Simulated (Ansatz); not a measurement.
**C2H9N3: up Jacob's ladder to CCSD(T)**

One table from this session's results is given with a row withheld; the runs are named, their logs left out.

The runs use Ansatz 0.2.0, Gaussian basis; functionals in def2-TZVPP, the program's frozen cores in correlated methods.

The runs, in order: PBE-D4, r2SCAN-D4, PBE0-D4, B3LYP-D4, ωB97X-V, ωB97M-V, B2PLYP; CCSD(T)/def2-TZVPP; MP2/def2-QZVPP; extrapolation to the limit.

### The relaxed structure

An earlier PBE0-D4 in a triple-zeta def2 set relaxation fixed the geometry.

SMILES `NCC(N)N`, 14 atoms, charge 0, spin multiplicity 1.

Atoms are counted from 1 here; the program's logs count them from 0.

Bond lengths: N1–C2 1.446 Å, N1–H6 1.013 Å, N1–H7 1.015 Å, C2–C3 1.528 Å, C2–H8 1.096 Å, C2–H9 1.095 Å, C3–N4 1.446 Å, C3–N5 1.457 Å, C3–H10 1.103 Å, N4–H11 1.012 Å, N4–H12 1.015 Å, N5–H13 1.013 Å, N5–H14 1.014 Å. Angles: C2–N1–H6 110.2°, C2–N1–H7 108.1°, H6–N1–H7 106.3°, N1–C2–C3 115.0°, N1–C2–H8 109.2°, N1–C2–H9 109.0°, C3–C2–H8 107.5°, C3–C2–H9 109.4°, H8–C2–H9 106.4°, C2–C3–N4 109.0°, C2–C3–N5 108.7°, C2–C3–H10 107.8°, N4–C3–N5 111.9°, N4–C3–H10 106.3°, N5–C3–H10 113.1°, C3–N4–H11 111.6°, C3–N4–H12 108.9°, H11–N4–H12 107.5° and more.

Set-up of the first run:

The input, in.yaml:

```yaml
crystal:
  periodic: [false, false, false]
  atoms:
    - {symbol: N, position_ang: [-1.523405, 0.901622, 1.077191]}
    - {symbol: C, position_ang: [-0.282203, 0.160973, 1.036170]}
    - {symbol: C, position_ang: [0.352710, 0.041926, -0.348348]}
    - {symbol: N, position_ang: [-0.578906, -0.615105, -1.237340]}
    - {symbol: N, position_ang: [1.602026, -0.698004, -0.227827]}
    - {symbol: H, position_ang: [-1.353601, 1.881103, 0.881093]}
    - {symbol: H, position_ang: [-2.118921, 0.559699, 0.329674]}
    - {symbol: H, position_ang: [-0.457053, -0.855449, 1.407895]}
    - {symbol: H, position_ang: [0.432126, 0.623205, 1.725650]}
    - {symbol: H, position_ang: [0.490467, 1.061628, -0.744562]}
    - {symbol: H, position_ang: [-0.309744, -0.503936, -2.206098]}
    - {symbol: H, position_ang: [-0.582773, -1.609495, -1.033821]}
    - {symbol: H, position_ang: [2.110488, -0.694428, -1.103812]}
    - {symbol: H, position_ang: [2.205889, -0.282740, 0.472735]}
basis:
  gaussian: {orbitals: def2-TZVPP}
hamiltonian: {xc: pbe, dispersion: d4}
output: {forces: true, orbitals: {seedname: orbitals}}
```

The run is started by

```
ansatz run in.yaml --threads 4 --pin off --events-out ev --progress --plain --max-ram 10444MiB
```

Steps of the session up to this table: PBE-D4 (GGA); r2SCAN-D4 (meta-GGA); PBE0-D4 (hybrid); B3LYP-D4 (hybrid); ωB97X-V (range-separated); ωB97M-V (range-separated); B2PLYP (double hybrid); CCSD(T) in def2-TZVPP; MP2 in def2-QZVPP.

One table of the session follows, with a row left open; its other results are not shown here.

```
            method  atomisation energy (kJ/mol)
            PBE-D4                       5232.9
         r2SCAN-D4                       5067.8
           PBE0-D4                       5118.0
          B3LYP-D4                            ?
           ωB97X-V                       5120.7
           ωB97M-V                       5124.7
            B2PLYP                       5047.5
     HF/def2-TZVPP                       3468.3
    MP2/def2-TZVPP                       4991.8
   CCSD/def2-TZVPP                       4862.7
CCSD(T)/def2-TZVPP                       4940.7
           MP2/CBS                       5146.9
       CCSD(T)/CBS                       5095.8
```

Estimate the missing values for B3LYP-D4.

As computed: atomisation energy (kJ/mol): 5122.9. In the column «atomisation energy (kJ/mol)» it lies between ωB97X-V (5120.7) and ωB97M-V (5124.7).

To keep in mind: Free atoms (3 N, 2 C, 9 H) were run apart at each level; the atomisation energy is their sum less the molecule, without zero-point or spin-orbit terms.
